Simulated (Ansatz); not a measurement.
**Computed against measured: atomisation enthalpy at 298 K**

8 molecules of light elements (H to F); the atomisation enthalpy at 298 K in kJ/mol, computed less measured. Shapes, held fixed at every level: PBE0-D4/def2-TZVP. Flexible molecules stand in one conformer, not always the lowest. Thermal terms are harmonic and unscaled (PBE0-D4/def2-TZVP); the spin-orbit lowering of the free atoms is taken from their spectra. Programs: Ansatz 0.2.0. Measured values: Active Thermochemical Tables, CRC Handbook of Chemistry and Physics.

Levels: A = r2SCAN-D4/def2-TZVPP; B = PBE0-D4/def2-TZVPP; C = wB97M-V/def2-TZVPP; D = MP2/def2-SVP.

```json
{"molecule": "CO2 (carbon dioxide)", "from tabulated heats": "1609", "A": "+21", "B": "+9", "C": "+3", "D": "+18"}
{"molecule": "CH2O2 (formic acid)", "from tabulated heats": "2030", "A": "+7", "B": "-3", "C": "+4", "D": "-53"}
{"molecule": "HNO3 (peroxynitrous acid)", "from tabulated heats": "1451", "A": "+33", "B": "+3", "C": "+10", "D": "-118"}
{"molecule": "C2H6 (ethane)", "from tabulated heats": "2826", "A": "-3", "B": "+2", "C": "+2", "D": "-120"}
{"molecule": "C3H6O2 (methyl acetate)", "from tabulated heats": "4370", "A": "+14", "B": "+14", "C": "+6", "D": "-134"}
{"molecule": "C2H8N2 (ethylenediamine)", "from tabulated heats": "4141", "A": "-24", "B": "+12", "C": "+16", "D": "-245"}
{"molecule": "C4H6O2 (vinyl acetate)", "from tabulated heats": "4988", "A": "+25", "B": "+36", "C": "+11", "D": "-134"}
{"molecule": "C5H8 (1,2-pentadiene)", "from tabulated heats": "5188", "A": "+16", "B": "+49", "C": "+7", "D": "-165"}
```

Which level does best on this set, which worst, and which err to one side?


```tsv
level	kind	mean error	mean absolute error	worst case
r2SCAN-D4/def2-TZVPP	meta-GGA	+11.1	17.9	HNO3
PBE0-D4/def2-TZVPP	global hybrid	+15.2	16.0	C5H8
wB97M-V/def2-TZVPP	range-separated hybrid	+7.4	7.4	C2H8N2
MP2/def2-SVP	perturbation theory	-118.9	123.4	C2H8N2
```

On this set wB97M-V/def2-TZVPP has the smallest mean absolute error and MP2/def2-SVP the largest. r2SCAN-D4/def2-TZVPP is too high in 6 of 8; PBE0-D4/def2-TZVPP is too high in 7 of 8; wB97M-V/def2-TZVPP is too high in 8 of 8; MP2/def2-SVP is too low in 7 of 8. Correlated wave functions converge slowly with the basis. The set is small.
